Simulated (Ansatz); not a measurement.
# Si₂H₃Cl (SMILES [SiH2]=[SiH]Cl): functionals against CCSD(T) at one geometry

One table from this session's results is given with a row withheld; the runs are named, their logs left out.

Method: single points in def2-TZVPP; program: Ansatz 0.2.0, Gaussian basis.

Correlated methods freeze the cores.

### The system as given

SMILES `[SiH2]=[SiH]Cl`, 6 atoms, charge 0, spin multiplicity 1.

Atoms are counted from 1 here; the program's logs count them from 0.

Bond lengths: Si1–Si2 2.131 Å, Si1–H4 1.646 Å, Si1–H5 1.340 Å, Si2–Cl3 2.057 Å, Si2–H6 1.528 Å. Angles: Si2–Si1–H4 118.4°, Si2–Si1–H5 119.6°, H4–Si1–H5 90.8°, Si1–Si2–Cl3 121.1°, Si1–Si2–H6 113.7°, Cl3–Si2–H6 108.7°.

Coordinates:

```xyz
6

Si   -0.3663    0.3258   -1.0059
Si    0.4182   -0.4640    0.8116
Cl    1.9306    0.4969    1.8212
H    -1.8388   -0.2029   -1.5183
H    -0.7869    1.5974   -1.0487
H     0.7451   -1.9545    0.7423
```

The first run:

Contents of run/in.yaml:

```yaml
crystal:
  periodic: [false, false, false]
  atoms:
    - {symbol: Si, position_ang: [-0.366300, 0.325800, -1.005900]}
    - {symbol: Si, position_ang: [0.418200, -0.464000, 0.811600]}
    - {symbol: Cl, position_ang: [1.930600, 0.496900, 1.821200]}
    - {symbol: H, position_ang: [-1.838800, -0.202900, -1.518300]}
    - {symbol: H, position_ang: [-0.786900, 1.597400, -1.048700]}
    - {symbol: H, position_ang: [0.745100, -1.954500, 0.742300]}
basis:
  gaussian: {orbitals: def2-TZVPP}
correlation: {method: ccsd_t}
output: {forces: true}
```

The command line of these runs was not kept.

Steps of the session up to this table: CCSD(T)/def2-TZVPP; PBE0-D4/def2-TZVPP; wB97M-V/def2-TZVPP; r2SCAN-D4/def2-TZVPP; PBE-D4/def2-TZVPP; r2SCAN0-D4/def2-TZVPP; B97M-V/def2-TZVPP.

One of the session's tables, all rows but one given; the rest of the session is left out.

| method | RMS force component (eV/Å) | angle to CCSD(T) forces (°) | dipole (D) |
| --- | --- | --- | --- |
| CCSD(T) | 1.454 | reference | 0.34 |
| PBE0-D4 | 1.419 | 5.4 | 0.35 |
| wB97M-V | 1.400 | 5.9 | 0.33 |
| r2SCAN-D4 | 1.412 | 4.3 | 0.31 |
| PBE-D4 | 1.411 | 7.5 | 0.28 |
| r2SCAN0-D4 | 1.422 | 5.6 | 0.36 |
| B97M-V | ? | ? | ? |

Q: Estimate the row for B97M-V from the others.

**Answer.** RMS force component (eV/Å): 1.367; angle to CCSD(T) forces (°): 4.1; dipole (D): 0.22. In the column «RMS force component (eV/Å)» it is the lowest.
